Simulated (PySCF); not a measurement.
# Choosing a basis for TDDFT

Species: thiohydroxylamine, H3NS.
SMILES: `NS`

TDDFT with PBE0 (PySCF), vertical singlets, core orbitals frozen in the response, spherical d and f functions. One conformer (not necessarily the lowest) at the PBE0-D3(BJ)/def2-SVP geometry, without solvent, vibrations or thermal averaging.

Problem. Compare 6-31G*, def2-SVP, def2-SVPD and def2-TZVP for this molecule.

Solution. 

```tsv
basis	functions	diffuse	S1 (eV)	S2 (eV)	S3 (eV)	S4 (eV)	S5 (eV)	LUMO (eV)	α (au)
6-31G*	38	no	5.65	6.32	7.47	8.09	8.91	0.58	21.8
def2-SVP	47	no	5.77	6.38	7.05	7.69	8.32	0.77	21.5
def2-SVPD	71	yes	5.27	5.92	6.28	6.91	7.06	-0.21	32.5
def2-TZVP	86	no	5.30	6.04	6.71	7.42	7.48	0.08	26.4
```

States are compared by their number. Against the only diffuse basis here (def2-SVPD, itself not a converged limit), sets without diffuse functions differ by up to 0.50 eV in S1 and 1.85 eV in S5. State by state, the largest deviation of a set without diffuse functions is S1 0.50, S2 0.46, S3 1.19, S4 1.18, S5 1.85 eV. The same number needn't mean the same state in each row. Against def2-SVPD the polarisability deviates by -33% in 6-31G*, -34% in def2-SVP, -19% in def2-TZVP.
